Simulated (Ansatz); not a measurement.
# Gd (Gd, hcp): the cost of one run

Computed with Ansatz 0.2.0 (DFT PBE, plane waves with PAW, scalar-relativistic, unless a step says otherwise).

## 1. The starting structure

The structure is hexagonal, space group P6_3/mmc (No. 194). Conventional cell: a = 3.648 Å, b = 3.648 Å, c = 5.833 Å, α = 90.00°, β = 90.00°, γ = 120.00°. Gd (site symmetry -6m2) is surrounded by 12 Gd at 3.60 to 3.65 Å.

As a file:

```
Gd
1.0
     3.64833    0.00000    0.00000
    -1.82416    3.15954    0.00000
     0.00000    0.00000    5.83273
Gd
2
Direct
  0.33333 0.66667 0.25000
  0.66667 0.33333 0.75000
```

The atoms start with moments of +7.37 ×2 μB.

## 2. Run at 0.01 eV

The run at 0.01 eV.

Input file input.yaml:

```yaml
crystal:
  lattice:
    - [3.6483276435, 0.0, 0.0]
    - [-1.8241638217, 3.1595444206, 0.0]
    - [0.0, 0.0, 5.8327272018]
  atoms:
    - { symbol: Gd, position: [0.3333333333, 0.6666666667, 0.25], spin: 7.372 }
    - { symbol: Gd, position: [0.6666666667, 0.3333333333, 0.75], spin: 7.372 }
hamiltonian:
  xc: pbe
  pseudopotentials:
    kind: paw
    azcp:
      Gd: "pseudopotentials/Gd.paw.azcp"
basis:
  ecutwfc: 420
  fft_grid_basis: typed
kpoints:
  mp_grid: { grid: [10, 10, 6], shift: [0, 0, 0] }
magnetization:
  spin_polarized: true
scf:
  occupations: { method: fermi_dirac, width: 0.01 }
  lower_state_search: "off"
output:
  stress: true
  write_density: true
  write_potential: true
  elf: true
  volumetric_format: npy
```

Command:

```bash
ansatz run input.yaml --threads 1 --pin off --max-ram 3584MiB --backend cpu --events-out ev --progress --plain --runs-dir out
```

**Question.** How long does this run take on 1 thread of Intel Xeon Platinum 8259CL at 2.50GHz (Skylake/Cascade Lake), shared host, and how much memory does it need?

About 26 s, with a peak of 0.56 GiB.
